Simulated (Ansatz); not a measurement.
This Ansatz (a first-principles code) input (wB97M-V/def2-SVP) gives -76.32546 Eh with 24 basis functions. A basis named .json is the Basis Set Exchange file of that set (core-valence sets with the plain set on hydrogen).

Ansatz 0.2 input:
```yaml
crystal:
  periodic: [false, false, false]
  atoms:
    - {symbol: O, position_ang: [0.00702152, 0.00134342, 0.11666744]}
    - {symbol: H, position_ang: [-0.04995842, 0.75929218, -0.47415850]}
    - {symbol: H, position_ang: [-0.00621371, -0.77003954, -0.45918106]}
basis:
  gaussian:
    orbitals: def2-SVP
hamiltonian:
  xc: {name: wB97M-V}
magnetization: {spin_polarized: false}
```

Change:
```diff
- orbitals: def2-SVP
+ orbitals: 6-311++G_2d_2p_.json
```

Problem. What does the run give now?

Solution. -76.42881 Eh (wB97M-V/6-311++G(2d,2p), 47 functions), a change of -103.35 mEh.
